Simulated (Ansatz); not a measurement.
`N[SiH2]S` + H₂ → `[SiH3]S` + NH₃ at 298.15 K and 1 bar (hydrogenolysis of the Si–N bond).

Program: Ansatz. Geometries: PBE0-D4/def2-TZVP. ΔE: electronic, gas phase. CCSD(T)/CBS is the MP2 limit (def2-TZVPP, def2-QZVPP) plus CCSD(T) − MP2 in def2-TZVPP, frozen cores. This one scheme is used for every species. One conformer a species, not always the lowest.

```csv
species,CCSD(T)/CBS energy (Eh),H − E (kJ/mol),S (J/(mol·K))
`N[SiH2]S`,-744.61970,155.8,314.5
H₂,-1.17544,35.1,130.4
`[SiH3]S`,-689.27336,102.7,272.7
NH₃,-56.50880,100.5,192.4
```

H − E and S are ideal-gas, rigid-rotor, harmonic terms from PBE0-D4/def2-TZVP, for one conformer and one mirror image of each species. The MP2-based limit puts H₂ 0.8 mEh under its directly extrapolated value; such offsets cancel only in part. 1 Eh = 2625.50 kJ/mol, R = 8.31446 J/(mol·K).

Q: By hand: ΔE, ΔH, ΔS and ΔG.

A: ΔE = (-689.27336) + (-56.50880) − (-744.61970) − (-1.17544) = 0.01298 Eh = 34.1 kJ/mol. Δ(H − E) = 102.7 + 100.5 − 155.8 − 35.1 = 12.3, so ΔH = 46.4 kJ/mol. ΔS = 272.7 + 192.4 − 314.5 − 130.4 = 20.2 J/(mol·K). ΔG = 46.4 − 298.15 × (20.2)/1000 = 40.4 kJ/mol.

Q: By hand: the equilibrium constant, and the temperature at which ΔG would vanish if ΔH and ΔS stayed fixed.

A: log₁₀ K = −ΔG/(RT ln 10) = -7.1. ΔG = 0 at ΔH/ΔS = 2297 K.

ΔH outweighs TΔS. A doubt of 5 kJ/mol in ΔE shifts log₁₀ K by 0.9 here. Other conformers and mirror images would add mixing entropy, several J/(mol·K) or more a flexible species. These are equilibria of isolated gas molecules and say nothing of rates. Largest T1 diagnostic: 0.011 (customary marks: 0.02 for closed shells, 0.045 for open ones).
